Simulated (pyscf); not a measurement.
This saddle point was located with ωB97X-D3(BJ)/def2-SVP in PySCF.

```xyz
5

In     0.4082    -0.0227    -0.5860
O      1.5923     1.1604     0.4554
H      2.5296     1.1092     0.2322
F     -1.6695     0.0862    -0.1262
H     -1.0213    -0.7907    -1.1551
```

Surface: singlet, charge 0. Lowest wavenumbers (cm⁻¹): 1248i, 143, 223, 453, 497.

Problem. What reaction is this the transition state of?

Solution. `[OH][In]` [singlet] + `[FH]` ⇌ `[OH][InH][F]`, an insertion read from left to right: F–H broken and F–In, H–In formed. At CCSD(T)/def2-TZVPP + ΔMP2(QZVPP) it lies +175.8 kJ/mol from the left side and +171.1 kJ/mol from the right (each side as separated species at their lowest minima found). On the product side the descent ends in a point that may be a rotor saddle (no frequency run), 8.5 kJ/mol over the lowest minimum found and 175.9 kJ/mol under the saddle at ωB97X-D3(BJ)/def2-TZVP. At ωB97X-D3(BJ)/def2-TZVP the barrier from the zero used here is 160.2 kJ/mol. This is the saddle that the search found; another between the same sides may lie lower. The CCSD(T) − MP2 part came from Ansatz, without density fitting, on the same reference. The frozen core leaves the outer d or s,p core shells of the metals and heavy elements correlated in the MP2 and CC values, and def2-TZVPP describes them poorly, which can shift differences by a few kcal/mol. Elements past Kr carry the def2 core potentials, without spin-orbit coupling.
